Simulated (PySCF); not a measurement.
# 1,2-shift

Start structure (C₂H₃N, singlet), relaxed at PBE0-D4/def2-TZVP:

C1  (-0.389, 0.171, 0.235)
C2  (0.772, -0.338, -0.467)
N3  (1.694, -0.740, -1.023)
H4  (-0.386, 1.261, 0.225)
H5  (-1.302, -0.183, -0.246)
H6  (-0.381, -0.172, 1.271)
(Å)

The step: C₂H₃N (CC#N) → C₂H₃N ([C][N][CH3]); bonds formed: C1–N3; bonds broken: C1–C2. Computed with PySCF 2.14 with density fitting (its default auxiliary sets; JK sets also for MP2 and CCSD(T)) (basis: def2-TZVPP and def2-QZVPP); correlated methods freeze the cores. Extrapolation: Hartree–Fock as exp(−7.88 √X), correlation as X^−2.97. Energies below are by CCSD(T) at an estimated basis limit (MP2 extrapolated from triple and quadruple zeta, plus CCSD(T) − MP2 in triple zeta).

(1) What are the electronic barrier and the energy of the step, from the start structure to the end structure? (Judge from chemistry; the value comes from the calculation.)

The T1 diagnostic stays at or below 0.019.

Results:

(1) Computed: Barrier 2.787 eV; step energy 1.050 eV (uphill); reverse barrier, their difference, 1.737 eV. Barrier and step energy count from the start structure, the reverse barrier from the end structure.

The saddle point: One imaginary mode of 407i cm⁻¹.
| pair | start (Å) | saddle (Å) | end (Å) |
| --- | --- | --- | --- |
| C1–N3 | 2.60 | 1.81 | 1.41 |
| C1–C2 | 1.45 | 1.75 | 2.57 |

Zero-point energy (harmonic, PBE0-D4): ZPE is 1.236 eV at the start and 1.157 eV at the saddle, so the barrier goes from 2.787 to 2.708 eV.

First-order rate constant out of the start structure at 498 K by transition-state theory, with harmonic vibrational free energies alone and no tunnelling: ΔA‡ = 2.704 eV, so k = (kB T/h) exp(−ΔA‡/kB T) ≈ 10^-14 s⁻¹ (an order of magnitude at best: rotation, the number of equivalent paths and anharmonicity are left out).

Labels in which every atom is bracketed show which atoms are joined, not bond orders.

For scale, one of the runs: CCSD(T)/def2-TZVPP, 135 basis functions, launched by `OMP_NUM_THREADS=4 python run.py`. Time: 57 s of wall clock on 4 CPU threads of an Arm Neoverse V1; the host was shared. Peak host memory: 0.71 GiB.
